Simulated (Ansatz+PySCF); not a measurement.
triplet LiNH₂ in separate pieces: levels of theory in one basis

```xyz
4

N     0.0000    0.0000   -0.4711
H     0.0000    0.0000    3.2974
Li   30.0000    0.0000   -1.4381
H    30.0000    0.0000    4.3142
```

Basis set: 6-31G (spherical functions). Correlated methods keep 1 orbital frozen. Correlation on ROHF uses semicanonical orbitals with singles. Charge 0, multiplicity 3.

Computed with Ansatz (development build ahead of 0.2.0); each method stands on the lowest determinant of its kind that the runs found. NEVPT2 correlates all electrons. Active spaces start from the frontier orbitals, and the lowest solution found is given.

| method | E − E(ROHF) (eV) | <S²> of the determinant |
| --- | --- | --- |
| ROHF | 0.00 | 2.00 |
| UHF | -7.30 | 4.00 |
| UHF-MP2 | -8.03 | 4.00 |
| ROHF-CCSD | -5.20 | – |
| UHF-CCSD | -8.23 | 4.00 |
| ROHF-CCSD(T) | -5.33 | – |
| UHF-CCSD(T) | -8.23 | 4.00 |
| CASSCF(6,6) | -7.22 | – |
| CASSCF(4,4) | -3.81 | – |
| SC-NEVPT2(6,6) | -7.99 | – |
| SC-NEVPT2(4,4) | -6.63 | – |

Task: What does ROHF-MP2 give on the same scale?

Result: -3.22 eV.

Task: Is a single determinant a sound starting point here?

Result: It is doubtful. Unrestricted orbitals lower Hartree–Fock by 7.30 eV and <S²> is 4.00 where a pure state has 2.00, a sign of strong static correlation. The CASSCF(6,6) natural occupations are 1.04, 1.03, 1.00, 1.00, 0.97, 0.96. The CASSCF(4,4) natural occupations are 1.03, 1.00, 1.00, 0.97.

Caution for ROHF, ROHF-MP2, ROHF-CCSD, ROHF-CCSD(T): an unrestricted determinant lies well below. Caution for UHF, UHF-MP2, UHF-CCSD, UHF-CCSD(T): the unrestricted determinant is a mixture of spin states. Caution for ROHF-MP2: large amplitudes, a single reference is doubtful; another reference gives a lower total. Caution for ROHF-MP2, ROHF-CCSD, ROHF-CCSD(T): a plain start can end on a higher determinant. Caution for UHF-MP2, UHF-CCSD, UHF-CCSD(T): bonds are stretched, where a single reference can fail. Caution for ROHF-CCSD, ROHF-CCSD(T): very large amplitudes, the method is breaking down; the amplitudes may be one of several solutions. Caution for CASSCF(6,6), CASSCF(4,4), SC-NEVPT2(6,6), SC-NEVPT2(4,4): other starts end on other solutions of this active space.
